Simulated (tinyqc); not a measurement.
Inside a calculation. Method: CCSD on RHF in the sto-3g basis, for H2F+, spin multiplicity 1. One step of it, computed by the program tinyqc.

Question. Iteration 1: building the Fock matrix. J_ij = sum D_kl (ij|kl), K_ij = sum D_kl (ik|jl); F = H + J - 0.5 K; E = tr D H + tr D J / 2 - 0.25 tr D K + E_nn.

D at the start, lower triangle:
```
            1F 1s      1F 2s    1F 2px     1F 2py    1F 2pz     2H 1s     3H 1s
1F 1s    2.067101
1F 2s   -0.273443   1.234827
1F 2px   0.000000   0.000000  2.000000
1F 2py   0.000000   0.000000  0.000000   1.552777
1F 2pz   0.097855  -0.355722  0.000000   0.000000  1.860438
2H 1s   -0.133580   0.344984  0.000000   0.330937  0.109140  0.193408
3H 1s   -0.133580   0.344984  0.000000  -0.330937  0.109140  0.052345  0.193408
```

core Hamiltonian H = T + V (hartree), lower triangle:
```
             1F 1s       1F 2s     1F 2px     1F 2py     1F 2pz      2H 1s      3H 1s
1F 1s   -41.136011
1F 2s    -9.654075  -11.607591
1F 2px    0.000000    0.000000  -9.233095
1F 2py    0.000000    0.000000   0.000000  -9.360193
1F 2pz   -0.017752   -0.214191   0.000000   0.000000  -9.319494
2H 1s    -1.858049   -4.047454   0.000000  -2.017973  -1.735145  -5.639371
3H 1s    -1.858049   -4.047454   0.000000   2.017973  -1.735145  -1.876566  -5.639371
```

Two-electron integrals (ij|kl) in chemists' order, unique and non-zero (hartree):
```
(11|11) 5.403501    (21|11) 0.841920    (21|21) 0.156299    (22|11) 1.268028
(22|21) 0.292344    (22|22) 0.926167    (31|31) 0.027998    (32|31) 0.043169
(32|32) 0.204588    (33|11) 1.264502    (33|21) 0.292403    (33|22) 0.925959
(33|33) 0.997514    (41|41) 0.027998    (42|41) 0.043169    (42|42) 0.204588
(43|43) 0.053770    (44|11) 1.264502    (44|21) 0.292403    (44|22) 0.925959
(44|33) 0.889973    (44|44) 0.997514    (51|51) 0.027998    (52|51) 0.043169
(52|52) 0.204588    (53|53) 0.053770    (54|54) 0.053770    (55|11) 1.264502
(55|21) 0.292403    (55|22) 0.925959    (55|33) 0.889973    (55|44) 0.889973
(55|55) 0.997514    (61|11) 0.163399    (61|21) 0.030063    (61|22) 0.055824
(61|33) 0.055740    (61|41) 0.000950    (61|42) 0.001774    (61|44) 0.055894
(61|51) 0.000783    (61|52) 0.001463    (61|54) 0.000127    (61|55) 0.055845
(61|61) 0.005842    (62|11) 0.397105    (62|21) 0.092711    (62|22) 0.325771
(62|33) 0.321122    (62|41) 0.004855    (62|42) 0.037260    (62|44) 0.329238
(62|51) 0.004003    (62|52) 0.030720    (62|54) 0.006692    (62|55) 0.326639
(62|61) 0.018070    (62|62) 0.138816    (63|31) 0.009905    (63|32) 0.057933
(63|43) 0.007921    (63|53) 0.006531    (63|63) 0.021001    (64|11) 0.202875
(64|21) 0.047991    (64|22) 0.180574    (64|33) 0.172750    (64|41) 0.012112
(64|42) 0.077643    (64|44) 0.193014    (64|51) 0.001819    (64|52) 0.016251
(64|54) 0.010176    (64|55) 0.175755    (64|61) 0.009764    (64|62) 0.094302
(64|64) 0.084596    (65|11) 0.167269    (65|21) 0.039568    (65|22) 0.148882
(65|33) 0.142431    (65|41) 0.001819    (65|42) 0.016251    (65|44) 0.146076
(65|51) 0.011405    (65|52) 0.071331    (65|54) 0.010927    (65|55) 0.157971
(65|61) 0.008050    (65|62) 0.077751    (65|64) 0.052433    (65|65) 0.064231
(66|11) 0.534341    (66|21) 0.126805    (66|22) 0.512561    (66|33) 0.494637
(66|41) 0.008709    (66|42) 0.092961    (66|44) 0.526289    (66|51) 0.007181
(66|52) 0.076645    (66|54) 0.026097    (66|55) 0.516154    (66|61) 0.024897
(66|62) 0.274285    (66|64) 0.216418    (66|65) 0.178435    (66|66) 0.774606
(71|11) 0.163399    (71|21) 0.030063    (71|22) 0.055824    (71|33) 0.055740
(71|41) -0.000950   (71|42) -0.001774   (71|44) 0.055894    (71|51) 0.000783
(71|52) 0.001463    (71|54) -0.000127   (71|55) 0.055845    (71|61) 0.005774
(71|62) 0.017633    (71|64) 0.008713    (71|65) 0.007860    (71|66) 0.024083
(71|71) 0.005842    (72|11) 0.397105    (72|21) 0.092711    (72|22) 0.325771
(72|33) 0.321122    (72|41) -0.004855   (72|42) -0.037260   (72|44) 0.329238
(72|51) 0.004003    (72|52) 0.030720    (72|54) -0.006692   (72|55) 0.326639
(72|61) 0.017633    (72|62) 0.117061    (72|64) 0.054106    (72|65) 0.063820
(72|66) 0.193836    (72|71) 0.018070    (72|72) 0.138816    (73|31) 0.009905
(73|32) 0.057933    (73|43) -0.007921   (73|53) 0.006531    (73|63) 0.017261
(73|73) 0.021001    (74|11) -0.202875   (74|21) -0.047991   (74|22) -0.180574
(74|33) -0.172750   (74|41) 0.012112    (74|42) 0.077643    (74|44) -0.193014
(74|51) -0.001819   (74|52) -0.016251   (74|54) 0.010176    (74|55) -0.175755
(74|61) -0.008713   (74|62) -0.054106   (74|64) -0.008003   (74|65) -0.028824
(74|66) -0.078355   (74|71) -0.009764   (74|72) -0.094302   (74|74) 0.084596
(75|11) 0.167269    (75|21) 0.039568    (75|22) 0.148882    (75|33) 0.142431
(75|41) -0.001819   (75|42) -0.016251   (75|44) 0.146076    (75|51) 0.011405
(75|52) 0.071331    (75|54) -0.010927   (75|55) 0.157971    (75|61) 0.007860
(75|62) 0.063820    (75|64) 0.028824    (75|65) 0.051633    (75|66) 0.117567
(75|71) 0.008050    (75|72) 0.077751    (75|74) -0.052433   (75|75) 0.064231
(76|11) 0.170233    (76|21) 0.040174    (76|22) 0.155172    (76|33) 0.151954
(76|44) 0.154461    (76|51) 0.002695    (76|52) 0.025394    (76|55) 0.158934
(76|61) 0.007772    (76|62) 0.067635    (76|64) 0.039774    (76|65) 0.043197
(76|66) 0.144939    (76|71) 0.007772    (76|72) 0.067635    (76|74) -0.039774
(76|75) 0.043197    (76|76) 0.041042    (77|11) 0.534341    (77|21) 0.126805
(77|22) 0.512561    (77|33) 0.494637    (77|41) -0.008709   (77|42) -0.092961
(77|44) 0.526289    (77|51) 0.007181    (77|52) 0.076645    (77|54) -0.026097
(77|55) 0.516154    (77|61) 0.024083    (77|62) 0.193836    (77|64) 0.078355
(77|65) 0.117567    (77|66) 0.352111    (77|71) 0.024897    (77|72) 0.274285
(77|74) -0.216418   (77|75) 0.178435    (77|76) 0.144939    (77|77) 0.774606
```

nuclear repulsion = 10.35905553 hartree

Give: Coulomb J; exchange K; Fock matrix F; total energy of this density.

Answer.

Coulomb J (hartree), lower triangle:
```
         1F 1s   1F 2s  1F 2px  1F 2py  1F 2pz  2H 1s  3H 1s
1F 1s   20.147
1F 2s    3.845   9.556
1F 2px   0.000   0.000   9.541
1F 2py   0.000   0.000   0.000   9.545
1F 2pz  -0.010  -0.011   0.000   0.000   9.554
2H 1s    0.739   3.306   0.000   1.815   1.499  5.184
3H 1s    0.739   3.306   0.000  -1.815   1.499  1.564  5.184
```

exchange K (hartree), lower triangle:
```
         1F 1s   1F 2s  1F 2px  1F 2py  1F 2pz  2H 1s  3H 1s
1F 1s   11.012
1F 2s    1.948   2.943
1F 2px   0.000   0.000   2.563
1F 2py   0.000   0.000   0.000   2.436
1F 2pz   0.010  -0.118   0.000   0.000   2.540
2H 1s    0.385   1.175   0.000   0.610   0.460  0.978
3H 1s    0.385   1.175   0.000  -0.610   0.460  0.479  0.978
```

Fock matrix F (hartree), lower triangle:
```
          1F 1s   1F 2s  1F 2px  1F 2py  1F 2pz   2H 1s   3H 1s
1F 1s   -26.495
1F 2s    -6.784  -3.524
1F 2px    0.000   0.000  -0.973
1F 2py    0.000   0.000   0.000  -1.033
1F 2pz   -0.033  -0.166   0.000   0.000  -1.036
2H 1s    -1.311  -1.329   0.000  -0.508  -0.466  -0.944
3H 1s    -1.311  -1.329   0.000   0.508  -0.466  -0.552  -0.944
```

total energy of this density = -98.58200 hartree
